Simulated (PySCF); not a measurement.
Work out the structure from these simulated measurements.

Formula: AlH6N.

* Rotational structure: rotational constants A, B, C: 48.877, 8.910, 8.908 GHz [PBE0-D3(BJ)/def2-SVP]
* NMR, other nuclei: isotropic shieldings of nuclei other than C and H, by class: 232 (1 N), 408 (1 Al) ppm [GIAO PBE/pcSseg-2]
* 1H NMR: chemical shifts (computed TMS as zero) by class: 4.21 (3 H), 1.73 (3 H) ppm [GIAO PBE/pcSseg-2]
* Valence photoelectron: vertical ionisation energy: 9.87 eV [ΔSCF B3LYP/def2-SVPD]
* Triplet: lowest triplet excitation (Tamm–Dancoff): 5.39 eV [TDA B3LYP/def2-SVPD]
* XPS: N1s 407.9, Al1s 1565.6 eV [ΔSCF SCAN, pcX-2 on the ionised atom, pcseg-1 elsewhere, spin-free X2C]
* UV, first state: lowest singlet excitation: 5.54 eV (224 nm, f = 0.018 summed over 2 states within 0.01 eV) [TDDFT B3LYP/def2-SVPD]
* Polarisability: 46.4 au [B3LYP/def2-SVPD]

Electronic properties: PySCF, gas phase, density fitting. Levels stand in brackets. Geometry: PBE0-D3(BJ)/def2-SVP; no solvent, vibrations or thermal averaging. NMR classes are plain means over equivalent atoms (diastereotopic ones count apart unless rotation or inversion swaps them), as if these changed places fast.

Task: Give a SMILES that accounts for the data.

Result: Hydrogen classes from least to most shielded: 3 H on an aluminium bonded to N and 3 H (4.21 ppm), 3 H on a nitrogen bonded to Al and 3 H (1.73 ppm). The other shieldings belong to: 232 ppm, nitrogen bonded to Al and 3 H; 408 ppm, aluminium bonded to N and 3 H. The core levels belong to: N1s 407.9 eV, nitrogen bonded to Al and 3 H; Al1s 1565.6 eV, aluminium bonded to N and 3 H. By its constants the optimised geometry is a nearly prolate symmetric top. Structure: `[NH3+][AlH3-]`.
